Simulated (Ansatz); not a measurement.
A made-up structure of CH4OSi, singlet:

```xyz
7
angstrom
C -0.6666 0.4462 -0.2358
Si 0.8199 -0.5534 0.2173
O 1.7527 -1.2691 -0.7419
H 1.3923 -1.1004 1.3961
H -1.5571 0.0219 0.2386
H -0.5577 1.4666 0.1451
H 1.0189 -0.5873 1.6926
```

It is relaxed with PBE-D4/def2-SVP and then PBE0-D4/def2-TZVP (Ansatz 0.2.0). Atoms count as bonded within 1.22 times the sum of their covalent radii (H–H: 0.88 Å). The end point is not checked to be a true minimum.

(1) Does its bonding change? (A judgement: the text doesn't fix the answer.)

Answers

(1) By the calculation: Yes. Formed: none; broken: Si2–H4, Si2–H7.

Where it ends: The first stage lowers the energy by 3.05 eV in 24 steps. It ends as a complex of CH₂OSi ([CH2][Si][O]) + H₂:
C1  (-0.588, 0.530, 0.040)
Si2  (0.834, -0.286, -0.329)
O3  (2.096, -0.941, -0.844)
H4  (1.295, -1.392, 1.628)
H5  (-1.036, 0.447, 1.020)
H6  (-1.060, 1.154, -0.707)
H7  (0.661, -1.087, 1.904)
(Å)

Labels in which every atom is bracketed show which atoms are joined, not bond orders.

For scale, one of the runs: PBE0-D4/def2-TZVP relaxation, 123 basis functions, launched by `ansatz run in.yaml --threads 2 --pin off --events-out ev --progress --plain --max-ram 4352MiB`. Hardware: 2 CPU threads of an AMD EPYC 9R45, shared host. Wall time about 29 s.
